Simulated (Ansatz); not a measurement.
This was printed by a script on Ansatz 0.2.0, Python API, for a ladder of basis sets of H6Si2, SMILES [SiH3][SiH3]. What did the script look like? Level of theory (for the species named): MP2, cc-pVDZ basis, multiplicity 1. The script varies basis: cc-pVDZ, cc-pVTZ.

```xyz
8

Si   -0.3054    0.4450   -0.9708
Si    0.3349   -0.5051    0.9748
H     0.7807    0.9443   -1.8016
H    -1.0691   -0.4536   -1.8123
H    -1.2073    1.6681   -0.7190
H     1.1277    0.4678    1.8005
H     1.2208   -1.6855    0.6984
H    -0.7902   -0.9380    1.7742
```

`python h6si2.py` gives:
```text
cc-pVDZ          66 orbitals  reference    -581.332454 Ha  total    -581.547386 Ha
cc-pVTZ         152 orbitals  reference    -581.364733 Ha  total    -581.630102 Ha
correlation energy: -0.214933 and -0.265368 Ha, extrapolated -0.286604 Ha
share caught by the larger set: 92.6 %
```

One script that gives this output:

The script, `h6si2.py`:
```python
"""Basis-set convergence for H6Si2."""

import ansatz as az
from ase import Atoms

atoms = Atoms(["Si", "Si", "H", "H", "H", "H", "H", "H"], positions=[
    (-0.3054, 0.445, -0.9708),
    (0.3349, -0.5051, 0.9748),
    (0.7807, 0.9443, -1.8016),
    (-1.0691, -0.4536, -1.8123),
    (-1.2073, 1.6681, -0.719),
    (1.1277, 0.4678, 1.8005),
    (1.2208, -1.6855, 0.6984),
    (-0.7902, -0.938, 1.7742),
])
molecule = az.Crystal.molecule_from_ase(atoms)

setup = molecule.calculation().correlation("mp2")

energies = {}
for basis in ["cc-pVDZ", "cc-pVTZ"]:
    r = setup.basis(gaussian=basis).run(threads=1).report
    size = r["n_frozen"] + r["n_occupied"][0] + r["n_virtual"][0]
    energies[basis] = (r["reference_energy_ev"] / 27.211386246, r["free_energy_ev"] / 27.211386246)
    print(f"{basis:14s} {size:4d} orbitals  reference {energies[basis][0]:14.6f} Ha  total {energies[basis][1]:14.6f} Ha")

# two-point extrapolation: the basis-set error of the correlation energy falls as X^-3
small, large = (energies[b][1] - energies[b][0] for b in ("cc-pVDZ", "cc-pVTZ"))
limit = (3 ** 3 * large - 2 ** 3 * small) / (3 ** 3 - 2 ** 3)
print(f"correlation energy: {small:.6f} and {large:.6f} Ha, extrapolated {limit:.6f} Ha")
print(f"share caught by the larger set: {100 * large / limit:.1f} %")
```

Against cc-pVDZ: cc-pVTZ -82.7 mHa. The last step alone is -82.72 mHa.

Caveats:
- The drop along the ladder measures the basis error, and is no property of the molecule.
- The geometry is a force-field or estimated start, not a minimum of this method, and the last set is no limit. Much of the fall in a total is atomic energy, which cancels in bond and reaction energies.
- Inner cores stay frozen, so this is valence correlation.
- For Al to Cl the sets with a tight d function, cc-pV(X+d)Z, are usual.
- An extrapolation from small basis sets is rough.
- It ran for 3 s on 1 thread of Arm Neoverse V1 (shared host), peak memory 0.29 GiB.
